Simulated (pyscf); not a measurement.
# Routes from `[O]=[CH][GeH2]` [doublet]

Candidate steps break at most two bonds and form at most two. Each was searched with GFN2-xTB (tblite) first. Single points on ωB97X-D3(BJ)/def2-SVP structures (PySCF, gas phase). Energies: ωB97M-D3(BJ)/def2-TZVP, kcal/mol, from the reactant's lowest minimum found, doublet surface; ΔG‡ with ideal gas, 1 atm, RRHO with modes under 100 cm⁻¹ raised to 100, one conformer, R ln 2 for chiral ones without a mode under 150 cm⁻¹.

```tsv
products	type	ΔE‡	ΔE	ΔG‡ 298 K	ΔG‡ 900 K	ν‡ (cm⁻¹)
[O=C=GeH]• + H₂	elimination	39.3	+3.2	35.0	35.3	1064i
O=C•–GeH₃	hydrogen shift	41.7	-2.4	38.0	38.7	888i
```

Plain bond fissions and candidates not yet searched are not listed, and one of them may be faster. Each barrier is that of the saddle found; lower ones may exist. Elements up to Kr have no core potential and no relativistic terms here.
